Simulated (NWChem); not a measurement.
# M06-2X/6-311+G(d,p) run of SiH3OF (SMILES O[SiH2]F)

What is the vertical ionisation energy of SiH3OF at M06-2X/6-311+G**? 

The calculation is run with NWChem 7.3.0.

### Step 1. The molecule

SiH3OF has 6 atoms, charge 0, and is taken as a singlet. As SMILES, `O[SiH2]F`. The coordinates come from a PBE0-D4/def2-TZVP relaxation. This is one conformer, not always the lowest.

Bond lengths: O1–Si2 1.630 Å, Si2–F3 1.596 Å, O1–H4 0.958 Å, Si2–H5 1.474 Å, Si2–H6 1.482 Å. Angles: O1–Si2–F3 111.0°, O1–Si2–H5 106.4°, O1–Si2–H6 111.7°, F3–Si2–H5 108.2°, F3–Si2–H6 106.0°, Si2–O1–H4 119.1°, H5–Si2–H6 113.7°.

### Step 2. A single-point energy at M06-2X/6-311+G(d,p)

Input file mymol.nw:

```
echo
start mymol
title "FH3OSi"
memory stack 880 mb heap 220 mb global 1100 mb

geometry units bohr noautosym nocenter noautoz
   O  -1.61288125 -0.39533071 -1.74629591
   Si  0.71488339 -0.01757445  0.23413707
   F   0.34166248 -1.74383927  2.67925370
   H  -3.23936852  0.28383686 -1.33339075
   H   3.01524700 -0.86643943 -1.08810430
   H   0.86001436  2.61840452  1.16709485
end

basis "ao basis" spherical bse
   * library 6-311+G**
end

dft
   xc m06-2x
   grid xcoarse
   convergence energy 1e-08
   iterations 100
   mulliken
   print low
end

task dft energy
```

Launch:

```console
$ nwchem mymol.nw > mymol.out
```

Log:

```text
[...]
 d= 0,ls=0.0,diis     1   -466.3585480730 -5.86D+02  8.49D-03  1.11D+00     1.0
[...]
 d= 0,ls=0.0,diis     9   -466.4408399483 -3.40D-09  4.48D-07  7.26D-09     6.3
         Total DFT energy =     -466.440839948325
      One electron energy =     -884.015935770575
           Coulomb energy =      339.199538682800
    Exchange-Corr. energy =      -41.152872714384
 Nuclear repulsion energy =      119.528429853834
[...]
      Total Density - Mulliken Population Analysis
     ---------------------------------------------
    Atom       Charge   Shell Charges
 -----------   ------   -------------------------------------------------------
    1 O    8     8.59   1.09  0.90  0.97  1.00  2.10  0.81  1.68 -0.08  0.09  0.01
    2 Si  14    13.14   0.79  1.18  0.94  1.05  0.78  0.41  1.98  3.90  0.65  0.99  0.07  0.03  0.02  0.35
    3 F    9     9.32   1.08  0.92  1.17  1.06  2.36  0.93  1.86 -0.12  0.05  0.00
    4 H    1     0.70   0.26  0.32  0.05  0.07
    5 H    1     1.12   0.25  0.59  0.27  0.01
    6 H    1     1.14   0.25  0.59  0.29  0.01
[...]
```

It took 6.9 s on 1 thread of Intel Xeon Platinum 8488C (Sapphire Rapids), shared host; peak memory 0.11 GiB.

### Step 3. The doublet cation, same level

Input file fh3osi.nw:

```
start fh3osi
title "FH3OSi"
memory 2200 mb
charge 1
geometry units angstroms noautosym nocenter noautoz
  O     -0.853500    -0.209200    -0.924100
  Si     0.378300    -0.009300     0.123900
  F      0.180800    -0.922800     1.417800
  H     -1.714200     0.150200    -0.705600
  H      1.595600    -0.458500    -0.575800
  H      0.455100     1.385600     0.617600
end
basis spherical bse
  * library 6-311+G**
end
dft
  xc m06-2x
  mult 2
  grid xcoarse
  convergence energy 1e-08
  iterations 100
  mulliken
  noprint "final vectors analysis"
end
task dft
```

Launch:

```console
$ nwchem fh3osi.nw > fh3osi.out
```

Log:

```text
[...]
          Wavefunction type:  spin polarized.
          No. of atoms     :     6
          No. of electrons :    33
[...]
          Charge           :     1
          Spin multiplicity:     2
[...]
          AO basis - number of functions:    92
[...]
              XC Information
              --------------
                       M06-2X Method XC Functional
                     Hartree-Fock (Exact) Exchange  0.540
                        M06-2X Exchange Functional  1.000
                      M06-2X Correlation Potential  1.000
[...]
 d= 0,ls=0.0,diis     1   -465.6942396415 -5.85D+02  8.72D-03  9.34D-01     1.1
[...]
 d= 0,ls=0.5,diis    47   -465.9882736446 -8.29D-09  1.52D-07  1.00D-08    38.1
[...]
         Total DFT energy =     -465.988273649741
      One electron energy =     -874.575160206581
           Coulomb energy =      329.816280536675
    Exchange-Corr. energy =      -40.757832442448
 Nuclear repulsion energy =      119.528438462613
[...]
      Total Density - Mulliken Population Analysis
     ---------------------------------------------
    Atom       Charge   Shell Charges
 -----------   ------   -------------------------------------------------------
    1 O    8     8.36   1.09  0.90  0.96  1.02  2.08  0.81  1.55 -0.09  0.03  0.01
    2 Si  14    13.13   0.79  1.18  0.94  1.05  0.84  0.38  1.98  3.90  0.64  0.97  0.10  0.02  0.01  0.34
    3 F    9     9.19   1.08  0.92  1.16  1.07  2.35  0.92  1.80 -0.12  0.01  0.00
    4 H    1     0.63   0.25  0.28  0.03  0.06
    5 H    1     0.88   0.23  0.52  0.12  0.01
    6 H    1     0.82   0.21  0.49  0.10  0.01
[...]
      <S2> =      0.7629 (Exact =     0.7500)
[...]
```

It took 40 s on 1 thread of Intel Xeon Platinum 8488C (Sapphire Rapids), shared host; peak memory 0.1 GiB.

### Step 4. Summary of results

At M06-2X/6-311+G**:

```
                                          quantity          value
                      singlet SiH3OF: total energy  -466.44084 Eh
                      doublet cation: total energy  -465.98827 Eh
                              doublet cation: ⟨S²⟩          0.763
vertical ionisation energy (to the doublet cation)      12.315 eV
```

Removing an electron at fixed nuclei costs 12.31 eV (1188 kJ/mol). Mulliken charges (singlet SiH3OF) run from -0.59 on O1 to +0.86 on Si2; in a basis this large or diffuse they mean little. Mulliken charges (doublet cation) run from -0.36 on O1 to +0.87 on Si2; in a basis this large or diffuse they mean little.
